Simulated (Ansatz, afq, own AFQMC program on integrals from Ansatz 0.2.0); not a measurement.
Integrals from Ansatz 0.2.0, then the random walk in our own AFQMC program (afq).

```yaml
crystal:
  periodic: [false, false, false]
  atoms:
    - {symbol: Ga, position_ang: [0.000000, 0.000000, 0.358004]}
    - {symbol: Be, position_ang: [0.000000, 0.000000, -2.616577]}
    - {symbol: H, position_ang: [0.000000, 1.727033, 1.502989]}
    - {symbol: H, position_ang: [0.000000, -1.727033, 1.502989]}
    - {symbol: H, position_ang: [0.000000, 0.000000, -4.375171]}
basis:
  gaussian: {orbitals: cc-pVDZ}
magnetization: {spin_polarized: true, initial_magnetization: 0}
correlation: {method: ccsd_t, electrons: outside_noble_gas, hamiltonian_folder: ham}
```

```sh
$ ansatz run in.yaml --threads 1 --pin off --events-out ev --progress --plain --max-ram 1382MiB
```

Options of the walk:

```
--method phaseless --trial hf --walkers 120 --populations 1 --least-time 40 --time-step 0.005 --steps-per-block 20 --equilibration-blocks 160 --max-blocks 600 --target-error 0.00204 --factor-cut 1e-05 --start spin_pure --seed 5003 --taylor-order 6
```

Times are imaginary, in 1/Eh. The walk had a cap of 1340 s. Filled inner d shells are frozen with the cores.

afq prints:

```
orbitals 41  electrons 4 4  factors 303 of 582
reference energy -1939.42085621 Eh
CCSD correlation -0.15130478 Eh in 12 cycles, weight of the determinant in the CISD state 0.8491
energy of the start -1939.420856 Eh
 block  time / (1/Eh)  mean weight  energy / Eh
     1     0.100  0.9999  -1939.438741
     2     0.200  1.0012  -1939.455331
     3     0.300  0.9999  -1939.470659
     4     0.400  1.0002  -1939.478665
     5     0.500  1.0007  -1939.489326
     9     0.900  1.0000  -1939.521661
    43     4.300  1.0004  -1939.573310
    99     9.900  1.0012  -1939.573096
   155    15.500  1.0000  -1939.575006
   211    21.100  0.9991  -1939.578651
   267    26.700  1.0006  -1939.584858
   295    29.500  0.9999  -1939.552390
   323    32.300  0.9997  -1939.596802
   379    37.900  1.0015  -1939.637369
   435    43.500  0.9989  -1939.562719
   491    49.100  1.0004  -1939.563183
   547    54.700  0.9997  -1939.558045
blocks merged  error / Eh  count
     1  0.000702  400
     2  0.000878  200
     4  0.001086  100
     8  0.001333  50
    16  0.001592  25
    32  0.002021  12
energy -1939.574750 +/- 0.001592 Eh
(rows thinned)
```

The run passed its tests (sampling time, drift between the halves within three errors, error under three times the target), which doesn't prove that it has relaxed.

Against this walk (error 43.3 meV) on the same determinant: CCSD(T) 51.1 meV lower (within the noise), CCSDT(Q) 103.4 meV lower, a separate phaseless walk with a CISD trial and standard settings 58.0 ± 44.6 meV lower (within the noise). The error is statistical and leaves out the bias of the constraint.

Cautions: constraint bias not in the error; no relativity below Rb; no spin-orbit coupling; inner d shell frozen; higher spins were not checked; an unrestricted solution with more broken spin lies lower (10 meV, ⟨S²⟩ 0.17), while this determinant keeps restricted orbitals; raised T1 diagnostic (T1 0.021, weight of the determinant 0.85, largest double 0.13); the bias of populations of 120 walkers isn't removed.

The walk took 2.1 min on 1 thread of Intel(R) Xeon(R) 6975P-C (Granite Rapids), on a shared host. The log's last line is the phaseless energy.

CCSDT and higher add their correlation energy to the determinant of the CCSD(T) run, since their own runs factorise the integrals more tightly (a shift of under 2 meV). A walk keeps the symmetry of its determinant, which the program's search chose and which needn't be the lowest solution, so a lower state of the same spin and another symmetry isn't excluded.
